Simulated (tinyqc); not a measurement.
Worked calculation: UHF in the sto-3g basis, for H2O+, spin multiplicity 2. This run ends on a higher stationary point, not on the lowest solution. One step of it, computed by the program tinyqc.

Task: Iteration 2: building the Fock matrix. J_ij = sum D_kl (ij|kl) with D = D(alpha) + D(beta), K_ij = sum D_kl (ik|jl) for each spin; F = H + J - K(s); E = tr D H + tr D J / 2 - 0.5 sum_s tr D(s) K(s) + E_nn.

D(alpha) after iteration 1:
```
            1O 1s      1O 2s     1O 2px     1O 2py     1O 2pz      2H 1s      3H 1s
1O 1s    1.058435  -0.244911   0.000428  -0.006331   0.003073   0.010589  -0.016659
1O 2s   -0.244911   1.019288   0.001091   0.020307  -0.034378  -0.015665   0.076186
1O 2px   0.000428   0.001091   0.994986   0.025788   0.017832  -0.061951   0.042171
1O 2py  -0.006331   0.020307   0.025788   0.949940  -0.075183   0.051707  -0.047917
1O 2pz   0.003073  -0.034378   0.017832  -0.075183   0.914485   0.212800  -0.084623
2H 1s    0.010589  -0.015665  -0.061951   0.051707   0.212800   0.059404  -0.027462
3H 1s   -0.016659   0.076186   0.042171  -0.047917  -0.084623  -0.027462   0.018473
```

D(beta) after iteration 1:
```
            1O 1s      1O 2s     1O 2px     1O 2py     1O 2pz      2H 1s      3H 1s
1O 1s    1.053397  -0.225019   0.011992   0.043800  -0.054041  -0.007332   0.001877
1O 2s   -0.225019   0.940731  -0.045991  -0.186439   0.198777   0.060300  -0.001908
1O 2px   0.011992  -0.045991   0.965122  -0.047158   0.145082  -0.059422   0.057857
1O 2py   0.043800  -0.186439  -0.047158   0.547496   0.324413   0.174919  -0.130023
1O 2pz  -0.054041   0.198777   0.145082   0.324413   0.340989   0.138547  -0.084493
2H 1s   -0.007332   0.060300  -0.059422   0.174919   0.138547   0.073663  -0.049470
3H 1s    0.001877  -0.001908   0.057857  -0.130023  -0.084493  -0.049470   0.035280
```

core Hamiltonian H = T + V (hartree):
```
             1O 1s      1O 2s     1O 2px     1O 2py     1O 2pz      2H 1s      3H 1s
1O 1s   -32.393933  -7.535406   0.000000   0.000394  -0.009466  -0.642270  -0.709565
1O 2s    -7.535406  -9.021872   0.000000   0.004796  -0.118718  -1.715292  -1.863068
1O 2px    0.000000   0.000000  -7.194341   0.000000   0.000000   0.000000   0.000000
1O 2py    0.000394   0.004796   0.000000  -7.258169   0.002262  -1.076060   1.157661
1O 2pz   -0.009466  -0.118718   0.000000   0.002262  -7.233077  -0.859918  -0.924461
2H 1s    -0.642270  -1.715292   0.000000  -1.076060  -0.859918  -3.756853  -0.487726
3H 1s    -0.709565  -1.863068   0.000000   1.157661  -0.924461  -0.487726  -3.853229
```

Two-electron integrals (ij|kl) in chemists' order, unique and non-zero (hartree):
```
(11|11) 4.785065    (21|11) 0.741380    (21|21) 0.136873    (22|11) 1.118947
(22|21) 0.256633    (22|22) 0.817206    (31|31) 0.024477    (32|31) 0.037809
(32|32) 0.180518    (33|11) 1.115814    (33|21) 0.256684    (33|22) 0.817023
(33|33) 0.880159    (41|41) 0.024477    (42|41) 0.037809    (42|42) 0.180518
(43|43) 0.047444    (44|11) 1.115814    (44|21) 0.256684    (44|22) 0.817023
(44|33) 0.785270    (44|44) 0.880159    (51|51) 0.024477    (52|51) 0.037809
(52|52) 0.180518    (53|53) 0.047444    (54|54) 0.047444    (55|11) 1.115814
(55|21) 0.256684    (55|22) 0.817023    (55|33) 0.785270    (55|44) 0.785270
(55|55) 0.880159    (61|11) 0.063272    (61|21) 0.011597    (61|22) 0.021655
(61|33) 0.021618    (61|41) 0.000392    (61|42) 0.000747    (61|44) 0.021690
(61|51) 0.000306    (61|52) 0.000582    (61|54) 0.000056    (61|55) 0.021662
(61|61) 0.000994    (62|11) 0.184144    (62|21) 0.042898    (62|22) 0.155278
(62|33) 0.152502    (62|41) 0.002496    (62|42) 0.020745    (62|44) 0.157588
(62|51) 0.001944    (62|52) 0.016158    (62|54) 0.003962    (62|55) 0.155587
(62|61) 0.003709    (62|62) 0.039581    (63|31) 0.004099    (63|32) 0.025252
(63|43) 0.004089    (63|53) 0.003185    (63|63) 0.005125    (64|11) 0.115400
(64|21) 0.027196    (64|22) 0.105234    (64|33) 0.100747    (64|41) 0.005443
(64|42) 0.038132    (64|44) 0.112137    (64|51) 0.001047    (64|52) 0.010032
(64|54) 0.005687    (64|55) 0.102696    (64|61) 0.002431    (64|62) 0.032704
(64|64) 0.031880    (65|11) 0.089885    (65|21) 0.021183    (65|22) 0.081967
(65|33) 0.078472    (65|41) 0.001047    (65|42) 0.010032    (65|44) 0.080974
(65|51) 0.004915    (65|52) 0.033066    (65|54) 0.006038    (65|55) 0.086359
(65|61) 0.001894    (65|62) 0.025473    (65|64) 0.020840    (65|65) 0.021357
(66|11) 0.380354    (66|21) 0.089970    (66|22) 0.375480    (66|33) 0.362883
(66|41) 0.005584    (66|42) 0.066224    (66|44) 0.386186    (66|51) 0.004349
(66|52) 0.051582    (66|54) 0.018151    (66|55) 0.377021    (66|61) 0.007802
(66|62) 0.131898    (66|64) 0.125018    (66|65) 0.097377    (66|66) 0.774606
(71|11) 0.069896    (71|21) 0.012811    (71|22) 0.023924    (71|33) 0.023882
(71|41) -0.000438   (71|42) -0.000833   (71|44) 0.023964    (71|51) 0.000342
(71|52) 0.000649    (71|54) -0.000064   (71|55) 0.023932    (71|61) 0.001083
(71|62) 0.003977    (71|64) 0.002431    (71|65) 0.002035    (71|66) 0.008339
(71|71) 0.001213    (72|11) 0.200604    (72|21) 0.046722    (72|22) 0.168746
(72|33) 0.165721    (72|41) -0.002729   (72|42) -0.022509   (72|44) 0.171262
(72|51) 0.002126    (72|52) 0.017537    (72|54) -0.004317   (72|55) 0.169085
(72|61) 0.003921    (72|62) 0.032956    (72|64) 0.019262    (72|65) 0.020548
(72|66) 0.086151    (72|71) 0.004465    (72|72) 0.046377    (73|31) 0.004497
(73|32) 0.027577    (73|43) -0.004455   (73|53) 0.003471    (73|63) 0.004095
(73|73) 0.006049    (74|11) -0.124665   (74|21) -0.029375   (74|22) -0.113382
(74|33) -0.108506   (74|41) 0.005965    (74|42) 0.041511    (74|44) -0.120893
(74|51) -0.001144   (74|52) -0.010857   (74|54) 0.006181    (74|55) -0.110617
(74|61) -0.002376   (74|62) -0.019037   (74|64) -0.007425   (74|65) -0.011707
(74|66) -0.047831   (74|71) -0.002905   (74|72) -0.037972   (74|74) 0.036825
(75|11) 0.097133    (75|21) 0.022887    (75|22) 0.088342    (75|33) 0.084542
(75|41) -0.001144   (75|42) -0.010857   (75|44) 0.087252    (75|51) 0.005388
(75|52) 0.036036    (75|54) -0.006566   (75|55) 0.093129    (75|61) 0.001991
(75|62) 0.020417    (75|64) 0.011747    (75|65) 0.016635    (75|66) 0.057657
(75|71) 0.002264    (75|72) 0.029586    (75|74) -0.023979   (75|75) 0.024732
(76|11) 0.047242    (76|21) 0.011119    (76|22) 0.044170    (76|33) 0.043127
(76|41) 0.000005    (76|42) 0.000073    (76|44) 0.043924    (76|51) 0.000761
(76|52) 0.007757    (76|54) 0.000014    (76|55) 0.045411    (76|61) 0.000952
(76|62) 0.011430    (76|64) 0.008359    (76|65) 0.008323    (76|66) 0.042177
(76|71) 0.001052    (76|72) 0.012278    (76|74) -0.008836   (76|75) 0.008866
(76|76) 0.004408    (77|11) 0.392378    (77|21) 0.092802    (77|22) 0.386488
(77|33) 0.373112    (77|41) -0.005910   (77|42) -0.069454   (77|44) 0.397840
(77|51) 0.004604    (77|52) 0.054115    (77|54) -0.019267   (77|55) 0.388124
(77|61) 0.007785    (77|62) 0.081543    (77|64) 0.045624    (77|65) 0.055063
(77|66) 0.246202    (77|71) 0.008900    (77|72) 0.145136    (77|74) -0.136127
(77|75) 0.106063    (77|76) 0.042177    (77|77) 0.774606
```

nuclear repulsion = 6.47610492 hartree

Give: Coulomb J; exchange K(alpha); exchange K(beta); F(alpha); F(beta); total energy of this density.

Result:

Coulomb J (hartree):
```
         1O 1s   1O 2s  1O 2px  1O 2py  1O 2pz   2H 1s   3H 1s
1O 1s   17.096   3.205  -0.003  -0.009   0.014   0.272   0.301
1O 2s    3.205   7.792  -0.016  -0.040   0.088   1.445   1.568
1O 2px  -0.003  -0.016   7.814  -0.004   0.015  -0.002  -0.001
1O 2py  -0.009  -0.040  -0.004   7.786   0.032   0.964  -1.040
1O 2pz   0.014   0.088   0.015   0.032   7.754   0.767   0.817
2H 1s    0.272   1.445  -0.002   0.964   0.767   3.478   0.405
3H 1s    0.301   1.568  -0.001  -1.040   0.817   0.405   3.512
```

exchange K(alpha) (hartree):
```
         1O 1s   1O 2s  1O 2px  1O 2py  1O 2pz   2H 1s   3H 1s
1O 1s    4.912   0.850   0.000   0.000  -0.003   0.080   0.086
1O 2s    0.850   1.398  -0.002   0.012  -0.002   0.268   0.298
1O 2px   0.000  -0.002   1.161   0.010   0.014  -0.016   0.012
1O 2py   0.000   0.012   0.010   1.151  -0.031   0.168  -0.174
1O 2pz  -0.003  -0.002   0.014  -0.031   1.116   0.175   0.100
2H 1s    0.080   0.268  -0.016   0.168   0.175   0.185   0.050
3H 1s    0.086   0.298   0.012  -0.174   0.100   0.050   0.142
```

exchange K(beta) (hartree):
```
         1O 1s   1O 2s  1O 2px  1O 2py  1O 2pz   2H 1s   3H 1s
1O 1s    4.882   0.814   0.000  -0.003  -0.001   0.076   0.080
1O 2s    0.814   1.166  -0.042  -0.155   0.202   0.255   0.267
1O 2px   0.000  -0.042   1.076  -0.052   0.121  -0.020   0.029
1O 2py  -0.003  -0.155  -0.052   0.802   0.300   0.174  -0.154
1O 2pz  -0.001   0.202   0.121   0.300   0.567   0.183   0.039
2H 1s    0.076   0.255  -0.020   0.174   0.183   0.214   0.034
3H 1s    0.080   0.267   0.029  -0.154   0.039   0.034   0.128
```

F(alpha) (hartree):
```
          1O 1s   1O 2s  1O 2px  1O 2py  1O 2pz   2H 1s   3H 1s
1O 1s   -20.209  -5.180  -0.003  -0.008   0.007  -0.451  -0.494
1O 2s    -5.180  -2.628  -0.014  -0.048  -0.029  -0.538  -0.592
1O 2px   -0.003  -0.014  -0.541  -0.014   0.002   0.015  -0.013
1O 2py   -0.008  -0.048  -0.014  -0.623   0.065  -0.281   0.292
1O 2pz    0.007  -0.029   0.002   0.065  -0.595  -0.268  -0.207
2H 1s    -0.451  -0.538   0.015  -0.281  -0.268  -0.463  -0.133
3H 1s    -0.494  -0.592  -0.013   0.292  -0.207  -0.133  -0.483
```

F(beta) (hartree):
```
          1O 1s   1O 2s  1O 2px  1O 2py  1O 2pz   2H 1s   3H 1s
1O 1s   -20.179  -5.144  -0.003  -0.005   0.005  -0.447  -0.489
1O 2s    -5.144  -2.395   0.026   0.119  -0.233  -0.526  -0.562
1O 2px   -0.003   0.026  -0.457   0.048  -0.106   0.018  -0.030
1O 2py   -0.005   0.119   0.048  -0.275  -0.266  -0.286   0.271
1O 2pz    0.005  -0.233  -0.106  -0.266  -0.046  -0.276  -0.146
2H 1s    -0.447  -0.526   0.018  -0.286  -0.276  -0.492  -0.116
3H 1s    -0.489  -0.562  -0.030   0.271  -0.146  -0.116  -0.470
```

total energy of this density = -74.15621 hartree
